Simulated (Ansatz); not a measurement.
# Cost against result

The pair of NH4⁺ (SMILES [NH4+], atoms 1–5) and HCN (SMILES C#N, atoms 6–8), both closed shells, in one local arrangement (a lower one may exist), relaxed at PBE0-D4/def2-TZVP:

```xyz
8
angstrom
N 0.0984 -0.0602 -1.4544
H 1.0254 0.2445 -1.7520
H -0.6037 0.5490 -1.8748
H 0.0267 -0.0164 -0.3946
H -0.0565 -1.0169 -1.7731
C -0.1650 0.1009 2.4387
N -0.0880 0.0538 1.3012
H -0.2374 0.1452 3.5089
```

Interaction energies are counterpoise-corrected; the time is that of the whole pair.

Computed with Ansatz 0.2.0 (basis: as named in each row); correlated methods freeze the cores. B3LYP uses VWN-RPA correlation. Extrapolation: Hartree–Fock as exp(−7.88 √X), correlation as X^−2.97.

Times are rough, for one single point on 2 threads of a shared host (Arm Neoverse V1).

The estimate by CCSD(T) at an estimated basis limit (MP2 extrapolated from triple and quadruple zeta, plus CCSD(T) − MP2 in triple zeta) is -0.979 eV.

| method | basis | time (s) | interaction energy (eV) | method less estimate |
| --- | --- | --- | --- | --- |
| HF | STO-3G | under 1 | -1.057 | -0.079 |
| PBE-D4 | STO-3G | under 1 | -1.324 | -0.345 |
| SPW92 | def2-SVP | under 1 | -1.218 | -0.240 |
| B3LYP-D4 | 6-31G | under 1 | -1.141 | -0.162 |
| PBE-D4 | def2-SVP | under 1 | -1.068 | -0.089 |
| PBE0-D4 | def2-SVP | under 1 | -1.059 | -0.080 |
| CCSD(T) | def2-SVP | 1 | -0.926 | 0.053 |
| PBE-D4 | def2-TZVPPD | 2 | -1.045 | -0.067 |
| revPBE-D4 | def2-TZVPPD | 2 | -1.003 | -0.024 |
| BLYP-D4 | def2-TZVPPD | 2 | -1.014 | -0.036 |
| PBE0-D4 | def2-TZVPPD | 2 | -1.035 | -0.057 |
| B3LYP-D4 | def2-TZVPPD | 2 | -1.021 | -0.043 |
| HSE06-D4 | def2-TZVPPD | 2 | -1.034 | -0.056 |
| wB97M-V | def2-SVP | 3 | -1.021 | -0.043 |
| r2SCAN-D4 | def2-TZVPPD | 3 | -1.006 | -0.028 |
| B2PLYP | def2-TZVPPD | 4 | -0.983 | -0.005 |
| wB97X-V | def2-TZVPPD | 6 | -0.991 | -0.012 |
| B97M-V | def2-TZVPPD | 6 | -0.987 | -0.008 |
| wB97M-V | def2-TZVPPD | 6 | -0.984 | -0.005 |
| MP2 | def2-QZVPPD | 12 | -0.992 | -0.013 |
| CCSD(T) | def2-TZVPPD | 39 | -0.958 | 0.020 |

T1 diagnostic: at most 0.015.
